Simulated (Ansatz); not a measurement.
**Relative stability**

Two relaxed structures of AlSiH3F, doublet (PBE0-D4/def2-TZVP; forces vanish, vibrations not checked).

A:

```
atom    x (Å)    y (Å)    z (Å)
  F1  -1.0180  -1.8142   1.2309
 Al2  -0.6243  -1.0028  -0.1528
 Si3   0.6198   0.9993   0.1033
  H4  -1.0906  -1.6001  -1.5345
  H5   1.0481   1.8410  -1.0422
  H6   1.0650   1.5769   1.3953
```

B:

```xyz
6
angstrom
F 0.7411 1.6140 -0.1587
Al 0.1082 0.2320 0.4783
Si -0.6904 -1.5462 1.7641
H -0.3471 -0.5593 -2.3356
H -0.0394 0.1102 -2.4685
H -0.1102 -0.3998 2.6643
```

Ansatz 0.2.0; basis: def2-TZVPP; cores frozen in the correlated methods; orbitals are unrestricted. B3LYP uses VWN-RPA correlation.

Which structure is lower at CCSD(T), and by how much? (To be estimated.)

Computed: A, by 32.88 kcal/mol (electronic energy, against the other). By their contacts, A is AlSiH₃F ([F][AlH][SiH2]) and B is a complex of AlSiHF ([F][Al][SiH]) + H₂.

All methods give the same order:

```json
{"method": "PBE-D4", "E(B) − E(A) (kcal/mol)": "27.45"}
{"method": "r2SCAN-D4", "E(B) − E(A) (kcal/mol)": "33.40"}
{"method": "PBE0-D4", "E(B) − E(A) (kcal/mol)": "32.48"}
{"method": "B3LYP-D4", "E(B) − E(A) (kcal/mol)": "31.53"}
{"method": "wB97M-V", "E(B) − E(A) (kcal/mol)": "31.40"}
{"method": "HF", "E(B) − E(A) (kcal/mol)": "44.48"}
{"method": "MP2", "E(B) − E(A) (kcal/mol)": "33.93"}
{"method": "CCSD", "E(B) − E(A) (kcal/mol)": "35.12"}
{"method": "CCSD(T)", "E(B) − E(A) (kcal/mol)": "32.88"}
```

The T1 diagnostic stays at or below 0.018. ⟨S²⟩ of the unrestricted Hartree–Fock references: 0.77 (a pure state has 0.75).

Labels in which every atom is bracketed show which atoms are joined, not bond orders.

For scale, one of the runs: CCSD(T)/def2-TZVPP, 157 basis functions, launched by `ansatz run in.yaml --threads 2 --pin off --events-out ev --progress --plain --max-ram 4352MiB`. The run took 56 s on 2 CPU threads of an Arm Neoverse V2 (shared host), with 2.4 GiB of host memory at its peak.
